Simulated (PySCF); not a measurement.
**Continuum solvent and chemical shifts**

Molfile (atoms numbered from 1):
```
C2H3F3
     RDKit          3D

  8  7  0  0  0  0  0  0  0  0999 V2000
    1.2389   -0.4608    1.1841 F   0  0  0  0  0  0  0  0  0  0  0  0
    0.5428    0.3942    0.3830 C   0  0  0  0  0  0  0  0  0  0  0  0
   -0.5546   -0.3577   -0.3313 C   0  0  0  0  0  0  0  0  0  0  0  0
   -1.3068    0.5335   -1.0130 F   0  0  0  0  0  0  0  0  0  0  0  0
   -0.0272   -1.2287   -1.2120 F   0  0  0  0  0  0  0  0  0  0  0  0
    1.2143    0.8401   -0.3699 H   0  0  0  0  0  0  0  0  0  0  0  0
    0.0932    1.1966    0.9906 H   0  0  0  0  0  0  0  0  0  0  0  0
   -1.2007   -0.9173    0.3684 H   0  0  0  0  0  0  0  0  0  0  0  0
  1  2  1  0
  2  3  1  0
  3  4  1  0
  3  5  1  0
  2  6  1  0
  2  7  1  0
  3  8  1  0
M  END
```

GIAO PBE0/pcSseg-1 in PySCF on one PBE0-D3(BJ)/def2-SVP conformer, non-relativistic, equivalent nuclei averaged. Solvents enter as an IEF-PCM continuum (chloroform with ε = 4.7, methanol with ε = 32.6, water with ε = 78.4) around the gas-phase geometry. Shifts are referred to CFCl3, TMS computed in the same medium.

Gas phase, δ in ppm: F4/F5 -143.8, F1 -260.3, C3 116.3, C2 82.9, H8 5.90, H6/H7 4.36. Dipole moment 1.52 D.

(1) How does each δ change in the continuum?

(2) Which nuclei move most (in ppm), and what does the model miss?

Answers

(1) 
```
atoms                          environment  Δδ, chloroform  Δδ, methanol  Δδ, water
F4/F5              fluorine of a CF2 group            -2.0          -2.7       -2.7
   F1            fluorine on an sp3 carbon            -2.9          -3.9       -4.0
   C3                 sp3 CH bonded to 2 F            +1.3          +1.9       +1.9
   C2                  sp3 CH2 bonded to F            +1.1          +1.5       +1.6
   H8  hydrogen on an sp3 CH bonded to 2 F           +0.20         +0.27      +0.28
H6/H7   hydrogen on an sp3 CH2 bonded to F           +0.20         +0.28      +0.28
```

Changes are relative to the gas phase. The dipole moment becomes 1.73 D in chloroform, 1.82 D in methanol, 1.83 D in water.

(2) F1 (fluorine on an sp3 carbon, -4.0 ppm) in water. A continuum only polarises the solute; specific hydrogen bonds, the anisotropy of aromatic solvents and changes of geometry or conformer are outside it.
